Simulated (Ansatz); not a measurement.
For Si (I4₁/amd, No. 141; start mp-92; another form than the element's usual one), LDA (Ansatz, a first-principles code, plane waves, PAW) gives:

- lattice parameter a: 4.759 Å
- c axis length: 2.618 Å

**Question.** What does r²SCAN-D4 (Ansatz, PAW) give for the same quantities?

**Answer.** 
- lattice constant a: 4.775 Å (grows by 0.3 %)
- lattice parameter c: 2.643 Å (increases by 1.0 %)

Changes are worked out from the printed values.

Unless a cell is named, each level is at its own relaxed cell (LDA 14.83, r²SCAN-D4 15.07 Å³/atom).

Caveats: the relaxation could not lower the start's symmetry, so the cell can be a saddle point above a distorted one (LDA, r²SCAN-D4). Ansatz's density-functional and Hartree–Fock values are scalar-relativistic unless marked +SOC, with PAW data made under PBE.

A start named mp-… is a Materials Project structure, which can be a computed phase never made.
